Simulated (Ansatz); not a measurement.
## CCSD(T) forces

NaHS (SMILES [Na][SH]), singlet, displaced at random from its PBE0-D4/def2-TZVP minimum.

Na1  (1.527, -0.196, 0.808)
S2  (-0.552, 0.698, -0.217)
H3  (-0.973, -0.540, -0.590)
(Å)

Computed with Ansatz 0.2.0 (basis: def2-TZVPP); correlated methods freeze the cores. The outer core shell of Li, Na, Mg and K is correlated. The def2 sets are not built for correlating such inner shells, so the correlated values are less sure here.

CCSD(T) forces from the calculation:
| atom | Fx | Fy | Fz (eV/Å) |
| --- | --- | --- | --- |
| Na1 | -0.028 | 0.007 | -0.014 |
| S2 | -0.115 | -0.405 | -0.110 |
| H3 | 0.143 | 0.398 | 0.124 |

Root-mean-square difference of the force components from those of CCSD(T): PBE-D4 0.147; r2SCAN-D4 0.030; PBE0-D4 0.022; wB97M-V 0.015 eV/Å.

The T1 diagnostic stays at or below 0.010.

For scale, one of the runs: CCSD(T)/def2-TZVPP forces, 88 basis functions (an equivalent command: `ansatz run in.yaml --threads 2`). Hardware: 2 CPU threads, shared host. Wall time about 10 s.
